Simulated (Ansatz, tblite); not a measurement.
# The cluster Cu2O: removing and adding an electron, part 2 of 2

What does removing or adding an electron cost or gain for the cluster Cu2O? Each charged state is run at several levels.

Ansatz 0.2.0, Gaussian basis; as each input shows.

**15. Adiabatic ionisation energy**

Charged state less starting state, singlet to doublet; the starting state's energies are those of its earlier runs.

```csv
level,adiabatic ionisation energy (eV),time
PBE-D4/def2-TZVP,+7.77,6.4 s
PBE0-D4/def2-TZVP,+7.38,12 s
```

Times add the two runs; a level without a time comes out of a correlated run.

**16. Charge -1 doublet at the fixed geometry, PBE0-D4/def2-TZVPD**

Contents of in.yaml:

```yaml
crystal:
  periodic: [false, false, false]
  atoms:
    - {symbol: Cu, position_ang: [-0.025513, -1.295827, -0.016426]}
    - {symbol: Cu, position_ang: [-0.774367, 1.039229, 0.020766]}
    - {symbol: O, position_ang: [0.799889, 0.256589, -0.004339]}
basis:
  gaussian: {orbitals: def2-TZVPD}
total_charge: -1
magnetization: {spin_polarized: true, initial_magnetization: 1}
hamiltonian: {xc: pbe0, dispersion: d4}
output: {orbitals: {seedname: orbitals}}
```

The run is started by

```
> ansatz run in.yaml --threads 2 --pin off --events-out ev --progress --plain --max-ram 4352MiB
```

The log of the run (excerpt; [...] marks lines left out):

```text
Functional definition: PBE0
  name "PBE0"
  cite "Adamo & Barone, J. Chem. Phys. 110, 6158 (1999) doi:10.1063/1.478522"
  cite "Perdew, Burke & Ernzerhof, Phys. Rev. Lett. 77, 3865 (1996) doi:10.1103/PhysRevLett.77.3865"
  parent pbe
[...]
1201 factors; integrals over basis functions are off by at most 5.0e-4 eV
[...]
mean field -91314.30970830 eV, -3355.7389867179 hartree, gradient 2.6e-5 eV, S^2 0.769614; 6 other end points of the search recorded, 0 dependent functions left out
reference -91314.30973289 eV, -3355.7389876215 hartree; 34, 33 occupied and 102, 103 virtual orbitals, 1201 factors
Total energy: -91314.36916580 eV, -3355.7411717407 hartree
```

Wall time 27 s (2 threads of Arm Neoverse V1, shared host); peak memory 0.57 GiB.

Report: HOMO 0.45 eV, LUMO 2.01 eV (over both spins); ⟨S²⟩ 0.770 (pure: 0.75). Doubts: highest occupied level lies above zero.

**17. Charge -1 doublet at the fixed geometry, PBE-D4/def2-TZVPD**

Edit in.yaml of step 16 so:

```diff
@@ -7,6 +7,7 @@
 basis:
-  gaussian: {orbitals: def2-TZVPD}
+  gaussian: {orbitals: def2-TZVPD, initial_orbitals: start.molden}
 total_charge: -1
 magnetization: {spin_polarized: true, initial_magnetization: 1}
-hamiltonian: {xc: pbe0, dispersion: d4}
+hamiltonian: {xc: pbe, dispersion: d4}
+scf: {omitted_lower_state_checks: [starts]}
 output: {orbitals: {seedname: orbitals}}
```

Launched as before.

The log of the run:

```text
Functional definition: PBE
  name "PBE"
  cite "Perdew, Burke & Ernzerhof, Phys. Rev. Lett. 77, 3865 (1996) doi:10.1103/PhysRevLett.77.3865"
  parent pbe
  parameter kappa = 0.804
  parameter beta = 0.06672455060314922
  exchange = pbe_x(kappa = kappa, mu = beta*pi^2/3)
  correlation = pbe_c(beta = beta)
these checks for a lower state are left out or cut short: starts
1122 factors; their error is unknown
mean field evaluation 1: about -91315.1882 eV, gradient 8.2e0 eV
mean field evaluation 2: about -91315.4494 eV, gradient 5.7e-1 eV
mean field evaluation 4: about -91315.4270 eV, gradient 4.5e-2 eV
mean field evaluation 8: about -91315.4270 eV, gradient 1.4e-5 eV
mean field -91315.42699760 eV, -3355.7800463425 hartree, gradient 1.4e-5 eV, S^2 0.759406; 0 other end points of the search recorded, 0 dependent functions left out
reference -91315.42702910 eV, -3355.7800474997 hartree; 34, 33 occupied and 102, 103 virtual orbitals, 1122 factors
Total energy: -91315.49855446 eV, -3355.7826760083 hartree
Checks for a lower state left out: starts
```

Run time: 4.4 s. Hardware: 2 threads of Arm Neoverse V1, shared host.

HOMO 0.96 eV, LUMO 1.47 eV (over both spins); ⟨S²⟩ 0.759 (pure: 0.75). Doubts: highest occupied level lies above zero.

**18. Charge -1 doublet at the fixed geometry, r2SCAN-D4/def2-TZVPD**

Edit in.yaml of step 17 so:

```diff
@@ -10,3 +10,3 @@
 magnetization: {spin_polarized: true, initial_magnetization: 1}
-hamiltonian: {xc: pbe, dispersion: d4}
+hamiltonian: {xc: r2scan, dispersion: d4}
 scf: {omitted_lower_state_checks: [starts]}
```

The command is unchanged.

The log of the run:

```text
Functional definition: r2SCAN
  name "r2SCAN"
  cite "Furness, Kaplan, Ning, Perdew & Sun, J. Phys. Chem. Lett. 11, 8208 (2020) doi:10.1021/acs.jpclett.0c02405"
  cite "Furness, Kaplan, Ning, Perdew & Sun, J. Phys. Chem. Lett. 11, 9248 (2020) doi:10.1021/acs.jpclett.0c03077"
  parent r2scan
  parameter k0 = 0.174
  parameter k1 = 0.065
  parameter a1 = 4.9479
  exchange = r2scan_x(k0 = k0, k1 = k1, a1 = a1)
  correlation = r2scan_c
these checks for a lower state are left out or cut short: starts
1122 factors; their error is unknown
mean field evaluation 1: about -91328.6008 eV, gradient 5.1e0 eV
mean field evaluation 2: about -91328.7462 eV, gradient 6.9e-1 eV
mean field evaluation 4: about -91328.7298 eV, gradient 8.7e-2 eV
mean field evaluation 8: about -91328.7298 eV, gradient 2.5e-5 eV
mean field -91328.72984196 eV, -3356.2689168557 hartree, gradient 2.5e-5 eV, S^2 0.798226; 0 other end points of the search recorded, 0 dependent functions left out
reference -91328.72986900 eV, -3356.2689178494 hartree; 34, 33 occupied and 102, 103 virtual orbitals, 1122 factors
Total energy: -91328.74333887 eV, -3356.2694128578 hartree
Checks for a lower state left out: starts
```

Wall time 13 s (2 threads of Arm Neoverse V1, shared host).

Report: HOMO 0.74 eV, LUMO 1.36 eV (over both spins); ⟨S²⟩ 0.798 (pure: 0.75). Doubts: highest occupied level lies above zero.

**19. Charge -1 doublet at the fixed geometry, CCSD(T)/def2-TZVPD**

Edit in.yaml of step 18 so:

```diff
@@ -10,4 +10,4 @@
 magnetization: {spin_polarized: true, initial_magnetization: 1}
-hamiltonian: {xc: r2scan, dispersion: d4}
-scf: {omitted_lower_state_checks: [starts]}
+correlation: {method: ccsd_t, frozen_orbitals: {Cu: 9, O: 1}}
+scf: {omitted_lower_state_checks: [starts, cluster_reference]}
 output: {orbitals: {seedname: orbitals}}
```

Same command.

The log of the run (excerpt; [...] marks lines left out):

```text
Functional definition: HF
  name "HF"
  cite "Fock, Z. Phys. 61, 126 (1930) doi:10.1007/BF01340294"
  parent pbe
[...]
1201 factors; integrals over basis functions are off by at most 5.0e-4 eV
[...]
mean field -91231.40421893 eV, -3352.6922661789 hartree, gradient 2.5e-6 eV, S^2 0.791339; 0 other end points of the search recorded, 0 dependent functions left out
19 core orbitals not correlated: weight in the atoms' cores, before any rotation towards them, 1.000 or more for the frozen orbitals, at most 0.000 for the correlated occupied ones
reference -91231.40421893 eV, -3352.6922661789 hartree; 15, 14 occupied and 102, 103 virtual orbitals, 1201 factors
second order -31.99813664 eV of doubles, -0.00000000 eV of singles
cycle   1  -25.42193097 eV  change     6.6e0 eV  update   3.7e-1
[...]
cycle  22  -28.15154980 eV  change    2.9e-5 eV  update   2.9e-5
perturbative correction -1.48240374 eV, -0.0544773326 hartree
Total energy: -91261.03817247 eV, -3353.7812938850 hartree
Checks for a lower state left out: starts, cluster_reference
```

It took 30 s on 2 threads of Arm Neoverse V1, shared host; peak memory 1.1 GiB.

From the report: Hartree-Fock HOMO -0.37 eV, LUMO 3.49 eV (over both spins); ⟨S²⟩ 0.791 (pure: 0.75); T1 0.056. Doubts: large T1 diagnostic.

**20. Vertical electron affinity**

Starting state less charged state (positive: the electron is bound), singlet to doublet; the starting state's energies are those of its earlier runs.

```csv
level,vertical electron affinity (eV),time
HF/def2-TZVPD†,+0.14,
PBE-D4/def2-TZVPD,+1.29,6.7 s
r2SCAN-D4/def2-TZVPD,+1.28,17 s
PBE0-D4/def2-TZVPD,+1.03,30 s
MP2/def2-TZVPD†,+0.53,
CCSD/def2-TZVPD†,+0.66,
CCSD(T)/def2-TZVPD†,+0.83,39 s
```

Times add the two runs; a level without a time comes out of a correlated run. † marks a level with a doubtful state (flagged, unstable, out of aufbau order, or strongly spin-contaminated); such levels are left out of the summary. CCSD(T)/def2-TZVPD is no safe reference here (large T1 diagnostic, restricted state is unstable towards broken spin symmetry).

Beside −ε(LUMO) of the starting state:

```csv
level,−ε(LUMO) (eV),by difference (eV),mismatch (eV)
PBE-D4/def2-TZVPD,3.63,1.29,+2.34
r2SCAN-D4/def2-TZVPD,3.36,1.28,+2.08
PBE0-D4/def2-TZVPD,2.52,1.03,+1.49
```

**21. Summary of results**

The summary covers parts 1 to 2.

```
                                             quantity                                value
 vertical ionisation energy, functionals in def2-TZVP  7.32 (BHLYP-D4) to 8.01 eV (PBE-D4)
adiabatic ionisation energy, functionals in def2-TZVP   7.38 (PBE0-D4) to 7.77 eV (PBE-D4)
vertical electron affinity, functionals in def2-TZVPD   1.03 (PBE0-D4) to 1.29 eV (PBE-D4)
      relaxation of the cation side, PBE-D4/def2-TZVP                              0.24 eV
```

In words: The vertical ionisation energy spans 7.32 to 8.01 eV over the functionals. −ε(HOMO) misses the level's own difference by -0.16 eV at best (BHLYP-D4) and -3.34 eV at worst (BLYP-D4). The adiabatic ionisation energy spans 7.38 to 7.77 eV over the functionals. The vertical electron affinity spans 1.03 to 1.29 eV over the functionals. The anion's highest level lies above zero where self-interaction lifts it, so diffuse functions weigh on these values. −ε(LUMO) misses the level's own difference by +1.49 eV at best (PBE0-D4) and +2.34 eV at worst (PBE-D4). Relaxing the oxidised state gains 0.24 eV at PBE-D4/def2-TZVP. The charged states' spins were chosen beforehand and needn't be their lowest.
